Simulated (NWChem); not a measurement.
# One shape, several levels: CH3O− (SMILES C[O-])

Wanted: a comparison of 5 runs (HF/STO-3G, HF/def2-SVP, B3LYP/6-31G*, PBE/def2-SVP, CCSD/3-21G) of CH3O−. 

The results are computed with NWChem 7.3.0.

**1. The molecule**

CH3O− has 5 atoms, charge -1, and is taken as a singlet. As SMILES, `C[O-]`. The coordinates come from a PBE0-D4/def2-TZVPD relaxation.

Bond lengths: C1–O2 1.328 Å, C1–H3 1.137 Å, C1–H4 1.137 Å, C1–H5 1.137 Å. Angles: O2–C1–H3 115.8°, O2–C1–H4 115.8°, O2–C1–H5 115.8°, H3–C1–H4 102.5°, H3–C1–H5 102.5°, H4–C1–H5 102.5°.

**2. Energy and gradient at HF/STO-3G (run 1)**

The input, ch3o.xyz:

```xyz
5
CH3O
C      0.023600    -0.019000    -0.005800
O      1.039000    -0.838200    -0.254900
H     -1.013900    -0.475800    -0.098000
H     -0.049300     0.896000    -0.677200
H      0.000600     0.437000     1.035800
```

The input, ch3o.nw:

```
start ch3o
title "CH3O"
memory total 2200 mb
charge -1

geometry noautosym nocenter noautoz
 load format xyz ch3o.xyz
end

basis "ao basis" spherical bse
 C library STO-3G
 O library STO-3G
 H library STO-3G
end

scf
 thresh 1e-08
 maxiter 80
 print medium
end

task scf gradient
```

Started as:

```
nwchem ch3o.nw > ch3o.out
```

The log of the run:

```text
[...]
  functions       =    13
[...]
  wavefunction    = RHF
[...]
         Total SCF energy =   -112.704443013130
      One-electron energy =   -230.852399724460
      Two-electron energy =     83.678989074058
 Nuclear repulsion energy =     34.468967637273
        Time for solution =      0.1s
[...]
                         RHF ENERGY GRADIENTS
    atom               coordinates                        gradient
                 x          y          z           x          y          z
   1 C       0.044598  -0.035905  -0.010960    0.007544  -0.006007  -0.001841
   2 O       1.963425  -1.583968  -0.481691   -0.026524   0.021388   0.006503
   3 H      -1.915993  -0.899132  -0.185193    0.004106  -0.007672  -0.002179
   4 H      -0.093163   1.693194  -1.279722    0.007353  -0.003102  -0.004082
   5 H       0.001134   0.825810   1.957378    0.007520  -0.004607   0.001599
[...]
```

Wall time 0.7 s (1 thread of Intel Xeon Platinum 8488C (Sapphire Rapids), shared host); peak memory 0.099 GiB.

**3. Energy and forces at HF/def2-SVP (run 2)**

The input, run.py:

```python
from ase import Atoms
from ase.calculators.nwchem import NWChem

molecule = Atoms(['C', 'O', 'H', 'H', 'H'], positions=[
    [0.023600, -0.019000, -0.005800],
    [1.039000, -0.838200, -0.254900],
    [-1.013900, -0.475800, -0.098000],
    [-0.049300, 0.896000, -0.677200],
    [0.000600, 0.437000, 1.035800],
])

calc = NWChem(
    label='test',
    theory='scf',
    memory='2200 mb',
    basis='def2-SVP',
    basispar='spherical bse',
    charge=-1,
    scf={'nopen': '0', 'rhf': None, 'thresh': '1e-08', 'maxiter': '80'},
)
molecule.calc = calc

forces = molecule.get_forces()
print(f"energy = {molecule.get_potential_energy():.6f} eV")
print("forces (eV/A):")
for s, f in zip(molecule.symbols, forces):
    print(f"{s:2s} {f[0]:10.5f} {f[1]:10.5f} {f[2]:10.5f}")
print("dipole (e A):", molecule.get_dipole_moment().round(4))
```

Started as:

```
export ASE_NWCHEM_COMMAND="nwchem PREFIX.nwi > PREFIX.nwo"
python run.py
```

The log of the run:

```text
energy = -3110.240586 eV
forces (eV/A):
C     1.24657   -1.00885   -0.30622
O    -0.90390    0.72968    0.22194
H    -0.08526    0.12588    0.03636
H    -0.12763    0.06726    0.05996
H    -0.12979    0.08598   -0.01203
dipole (e A): [-0.7861  0.6343  0.1929]
```

The calculator wrote test.nwi:

```
title "test"

permanent_dir test

scratch_dir test

start test

geometry units angstrom nocenter noautosym noautoz
  C  2.3599999999999999e-02 -1.9000000000000000e-02 -5.7999999999999996e-03
  O  1.0389999999999999e+00 -8.3819999999999995e-01 -2.5490000000000002e-01
  H  -1.0139000000000000e+00 -4.7580000000000000e-01 -9.8000000000000004e-02
  H  -4.9299999999999997e-02 8.9600000000000002e-01 -6.7720000000000002e-01
  H  5.9999999999999995e-04 4.3700000000000000e-01 1.0358000000000001e+00
end

charge -1

memory 2200 mb

basis spherical bse noprint
   * library def2-SVP
end

scf
  nopen 0
  rhf
  thresh 1e-08
  maxiter 80
end

task scf gradient
```

test.nwo:

```text
Northwest Computational Chemistry Package (NWChem) 7.3.0
             --------------------------------------------------------

           Job information
           ---------------

    nwchem branch   = 7.3.0
    use scalapack   = T
    input           = test.nwi
    prefix          = test.
    data base       = test/test.db
    status          = startup
    nproc           =        1

           Memory information
           ------------------

    heap     =     72089598 doubles =      550.0 Mbytes
    stack    =     72089595 doubles =      550.0 Mbytes
    global   =    144179200 doubles =     1100.0 Mbytes (distinct from heap & stack)
    total    =    288358393 doubles =     2200.0 Mbytes
    verify   = yes
    hardfail = no

[... 129 lines left out ...]
 Convergence threshold     :          1.000E-08
[... 12 lines left out ...]
       Final RHF  results
[... 3 lines left out ...]
      One-electron energy =   -230.026836167394
[... 1 line left out ...]
 Nuclear repulsion energy =     34.468967637273
[... 27 lines left out ...]
                       ROHF Final Molecular Orbital Analysis
[... 193 lines left out ...]
    atom               coordinates                        gradient
                 x          y          z           x          y          z
   1 C       0.044598  -0.035905  -0.010960   -0.024242   0.019619   0.005955
   2 O       1.963425  -1.583968  -0.481691    0.017578  -0.014190  -0.004316
   3 H      -1.915993  -0.899132  -0.185193    0.001658  -0.002448  -0.000707
   4 H      -0.093163   1.693194  -1.279722    0.002482  -0.001308  -0.001166
   5 H       0.001134   0.825810   1.957378    0.002524  -0.001672   0.000234

                 ----------------------------------------
                 |  Time  |  1-e(secs)   |  2-e(secs)   |
                 ----------------------------------------
                 |  CPU   |       0.00   |       0.26   |
                 ----------------------------------------
                 |  WALL  |       0.00   |       0.26   |
                 ----------------------------------------

 Task  times  cpu:        1.1s     wall:        1.1s
 Total times  cpu:        1.1s     wall:        1.1s
```

Wall time 2 s (1 thread of Intel Xeon Platinum 8488C (Sapphire Rapids), shared host); peak memory 0.1 GiB.

Runs 3 to 4 aren't shown in full; the table further down has their settings and results.

**4. A single-point energy at CCSD/3-21G (run 5)**

The input, run.py:

```python
from ase import Atoms
from ase.calculators.nwchem import NWChem

molecule = Atoms('COHHH', positions=[
    [0.023600, -0.019000, -0.005800],
    [1.039000, -0.838200, -0.254900],
    [-1.013900, -0.475800, -0.098000],
    [-0.049300, 0.896000, -0.677200],
    [0.000600, 0.437000, 1.035800],
])

calc = NWChem(
    label='work',
    theory='ccsd',
    memory='2200 mb',
    basis='3-21G',
    basispar='spherical bse',
    charge=-1,
    scf={'nopen': '0', 'rhf': None, 'thresh': '1e-08', 'maxiter': '80'},
    ccsd={'freeze': 'core 2', 'maxiter': '60'},
    task='energy',
)
molecule.calc = calc

print("Total energy (eV):", round(molecule.get_potential_energy(), 6))
```

Started as:

```
export ASE_NWCHEM_COMMAND="nwchem PREFIX.nwi > PREFIX.nwo"
python run.py
```

The log of the run:

```text
Total energy (eV): -3100.807085
```

The calculator wrote work.nwi:

```
title "work"

permanent_dir work

scratch_dir work

start work

geometry units angstrom nocenter noautosym noautoz
  C  2.3599999999999999e-02 -1.9000000000000000e-02 -5.7999999999999996e-03
  O  1.0389999999999999e+00 -8.3819999999999995e-01 -2.5490000000000002e-01
  H  -1.0139000000000000e+00 -4.7580000000000000e-01 -9.8000000000000004e-02
  H  -4.9299999999999997e-02 8.9600000000000002e-01 -6.7720000000000002e-01
  H  5.9999999999999995e-04 4.3700000000000000e-01 1.0358000000000001e+00
end

charge -1

memory 2200 mb

basis spherical bse noprint
   * library 3-21G
end

scf
  nopen 0
  rhf
  thresh 1e-08
  maxiter 80
end
ccsd
  freeze core 2
  maxiter 60
end

task ccsd energy
```

work.nwo:

```text
Northwest Computational Chemistry Package (NWChem) 7.3.0
             --------------------------------------------------------

           Job information
           ---------------

    nwchem branch   = 7.3.0
    use scalapack   = T
    input           = work.nwi
    prefix          = work.
    data base       = work/work.db
    status          = startup
    nproc           =        1

           Memory information
           ------------------

    heap     =     72089598 doubles =      550.0 Mbytes
    stack    =     72089595 doubles =      550.0 Mbytes
    global   =    144179200 doubles =     1100.0 Mbytes (distinct from heap & stack)
    total    =    288358393 doubles =     2200.0 Mbytes
    verify   = yes
    hardfail = no

[... 127 lines left out ...]
         Quadratically convergent ROHF
[... 14 lines left out ...]
       Final RHF  results
[... 4 lines left out ...]
      Two-electron energy =     81.351075646049
[... 28 lines left out ...]
                       ROHF Final Molecular Orbital Analysis
[... 200 lines left out ...]
 Total MP2 energy:           -113.936512196322198
[... 21 lines left out ...]
  Failed reading restart vector from work/work.t2
[... 3 lines left out ...]
             energy      energy      error      ampl     ampl      Block
[... 6 lines left out ...]
                  *************converged*************
[... 6 lines left out ...]
 Total CCSD energy:           -113.952559504055898
[... 1 line left out ...]
 --------------------------------
 Spin Component Scaled (SCS) CCSD
 --------------------------------
 Same spin contribution:                 -0.042978477613348
 Same spin scaling factor:                1.130000000000000
 Opposite spin contribution:             -0.185751531735756
 Opposite spin scaling fact.:             1.270000000000000
 SCS-CCSD correlation energy:            -0.284470125007494
 Total SCS-CCSD energy:                -114.008299619714279

 routine      calls  cpu(0)   cpu-min  cpu-ave  cpu-max   i/o
 aoccsd          1     0.00     0.00     0.00     0.00    0.00
 iterdrv         1     0.00     0.00     0.00     0.00    0.00
 pampt          11     0.01     0.01     0.01     0.01    0.00
[... 9 lines of this table left out ...]
 Total                 0.69     0.69     0.69     0.69    0.00

 Task  times  cpu:        0.9s     wall:        0.9s
 Total times  cpu:        0.9s     wall:        0.9s
```

Wall time 1.9 s (1 thread of Intel Xeon Platinum 8488C (Sapphire Rapids), shared host); peak memory 0.1 GiB.

**5. Overview of the runs**

| run | level | iteration cap | module | energy (Eh) | HOMO energy (eV) | LUMO energy (eV) | HOMO–LUMO gap (eV) | wall time |
| --- | --- | --- | --- | --- | --- | --- | --- | --- |
| 1 | HF/STO-3G | 80 | scf | -112.704443 | 4.29 | 26.82 | 22.53 | 0.7 s |
| 2 | HF/def2-SVP | 80 | scf | -114.299234 | -2.01 | 10.56 | 12.57 | 2 s |
| 3 | B3LYP/6-31G* (spherical functions) | 100 | dft | -115.067650 | 2.50 | 9.05 | 6.56 | 6.3 s |
| 4 | PBE/def2-SVP | 100 | dft | -114.849242 | 3.49 | 6.98 | 3.49 | 9.3 s |
| 5 | CCSD/3-21G | 80 | ccsd | -113.952560 | -1.09 | 13.86 | 14.95 | 1.9 s |

**6. Summary of results**

| quantity | value |
| --- | --- |
| run 5: total energy | -113.95256 Eh |
| run 5: HOMO energy (Hartree–Fock orbitals) | -1.09 eV |
| run 5: LUMO energy (Hartree–Fock orbitals) | 13.86 eV |
| run 5: HOMO–LUMO gap (to an unbound level, set by the basis) | 14.95 eV |
| run 5: correlation energy (2 core orbitals frozen) | -228.7 mEh |

What this shows: Over runs 1, 2, 3, 4 the HOMO–LUMO gap runs from 3.49 eV (PBE/def2-SVP) to 22.53 eV (HF/STO-3G). The two ends differ in method and basis. The empty levels of an anion lie above zero and hang on the basis. Totals of different functionals can't be ranked against each other. In runs 1, 3, 4 the HOMO lies above zero, so the outermost electron may be held by the basis alone. In run 1 the basis is minimal, so the values are rough. All runs together took 20 s, the longest 9.3 s.
